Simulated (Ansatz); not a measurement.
# AlNH (quartet): the correlation ladder, cc-pVTZ

An exercise on one series of results from a longer session: the logs are not shown, and one member is left open.

Program: Ansatz 0.2.0, Gaussian basis. Level of theory: cc-pVTZ, core rule «outside noble gas», up to 6 orbitals frozen. These are calculated values, not measurements.

To be run: UHF; CCSD(T) on ROHF; CCSD(T) on UHF; BCCD(T) on ROHF; CCSDT(Q) on ROHF; CCSDT(Q) on UHF.

17 further runs of the same task are left out: 12 for a known fault of the program, 5 set aside as unsound or not needed.

## What is computed

The geometry is a PBE0/def2-TZVP stationary point (not a proven minimum).

3 atoms, charge 0, spin multiplicity 4.

Atoms are counted from 1 here; the program's logs count them from 0.

Bond lengths: Al1–N2 1.909 Å, N2–H3 1.029 Å. Angles: Al1–N2–H3 108.4°.

The first run:

File in.yaml:

```yaml
crystal:
  periodic: [false, false, false]
  atoms:
    - {symbol: Al, position_ang: [0.000000, -0.031887, 0.689947]}
    - {symbol: N, position_ang: [0.000000, 0.120874, -1.212902]}
    - {symbol: H, position_ang: [0.000000, -0.826124, -1.614269]}
basis:
  gaussian: {orbitals: cc-pVTZ}
magnetization: {spin_polarized: true, initial_magnetization: 3}
hamiltonian: {xc: hf}
output: {orbitals: {seedname: orbitals}}
```

Launch:

```console
ansatz run in.yaml --threads 1 --pin off --events-out ev --progress --plain --max-ram 2560MiB --backend cpu
```

Among the steps run: UHF; CCSD(T) on ROHF; CCSD(T) on UHF; BCCD(T) on ROHF; CCSDT(Q) on ROHF; CCSDT(Q) on UHF.

One of the session's tables, all rows but one given; the rest of the session is left out.

It belongs to the step «Misses and costs». 

```
   method  from UCCSDT(Q) (meV)
     ROHF               +6578.3
      UHF               +6393.6
     RMP2                +852.9
     UMP2                +862.1
    RCCSD                +309.4
    UCCSD                +296.1
 RCCSD(T)                 +46.2
 UCCSD(T)                 +44.3
  BCCD(T)                     ?
   RCCSDT                 +19.2
   UCCSDT                 +15.9
RCCSDT(Q)                  +4.7
UCCSDT(Q)                     0
```

Estimate the missing values for BCCD(T).

As computed: from UCCSDT(Q) (meV): +47.5. In the column «from UCCSDT(Q) (meV)» it lies between RCCSD(T) (+46.2) and UCCSD (+296.1).

With the free atoms at the same levels and basis (separate runs), the atomisation energy is 4.172 eV at UCCSDT(Q), 4.153 eV at RCCSD(T), 4.150 eV at UCCSD(T), 2.335 eV at ROHF.

Limits of these values: Restricted and unrestricted rows rest on different reference determinants; where their highest levels disagree by more than a few hundredths of an eV, they describe different states and don't form one ladder.
